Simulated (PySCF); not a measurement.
Simulated outer-valence photoelectron spectrum of `CC(Cl)=C=S`. Computed with EOM-IP-CCSD/aug-cc-pVDZ in PySCF, restricted Hartree–Fock reference, 13 core orbitals frozen, non-relativistic, gas phase, PBE0-D3(BJ)/def2-SVP geometry.

Each root has a Gaussian of 0.5 eV full width with its one-hole share as area; cross sections and vibrations are left out, and the highest printed point is 100.

ionisation energy (eV), intensity and a bar:
```
      7.6          0 
      7.8          3 #
      8.0         16 #####
      8.2         38 ###########
      8.4         39 ############
      8.6         16 #####
      8.8          3 #
      9.0          0 
      9.2          0 
      9.4          0 
      9.6          0 
      9.8          0 
     10.0          0 
     10.2          0 
     10.4          0 
     10.6          0 
     10.8          0 
     11.0          5 #
     11.2         25 ########
     11.4         66 ####################
     11.6        100 ##############################
     11.8         89 ###########################
     12.0         41 ############
     12.2          9 ###
     12.4          5 #
     12.6         19 ######
     12.8         39 ############
     13.0         34 ##########
     13.2         12 ####
     13.4          4 #
     13.6         15 ####
     13.8         37 ###########
     14.0         39 ############
     14.2         17 #####
     14.4          4 #
     14.6         10 ###
     14.8         30 #########
     15.0         50 ###############
     15.2         53 ################
     15.4         33 ##########
     15.6         10 ###
     15.8          1
```

**Question.** Where are the maxima, and how many lines lie under the curve?

**Answer.** 5 maxima, at 8.3, 11.7, 12.9, 13.9 and 15.1 eV, from 8 lines. At this width some lines have no maximum of their own.

**Question.** List the lines with their holes.

**Answer.** 
```json
{"E (eV)": "8.30", "leading hole (HF orbital)": "HOMO", "area": "0.96", "Koopmans (eV)": "8.73"}
{"E (eV)": "11.45", "leading hole (HF orbital)": "HOMO-1", "area": "0.95", "Koopmans (eV)": "11.84"}
{"E (eV)": "11.69", "leading hole (HF orbital)": "HOMO-2", "area": "0.93", "Koopmans (eV)": "12.79"}
{"E (eV)": "11.79", "leading hole (HF orbital)": "HOMO-3", "area": "0.95", "Koopmans (eV)": "12.81"}
{"E (eV)": "12.86", "leading hole (HF orbital)": "HOMO-4", "area": "0.92", "Koopmans (eV)": "14.21"}
{"E (eV)": "13.91", "leading hole (HF orbital)": "HOMO-5", "area": "0.95", "Koopmans (eV)": "15.06"}
{"E (eV)": "14.92", "leading hole (HF orbital)": "HOMO-6", "area": "0.66", "Koopmans (eV)": "16.42"}
{"E (eV)": "15.24", "leading hole (HF orbital)": "HOMO-7", "area": "0.92", "Koopmans (eV)": "16.71"}
```

The widest gap, 3.15 eV, lies between 8.30 and 11.45 eV. Only orbitals with −ε under 21 eV, eight at most, were ionised, so the high end of the curve may lack lines.

Time: 4.2 min. Hardware: an Arm Neoverse V2 with one thread, on a shared host.
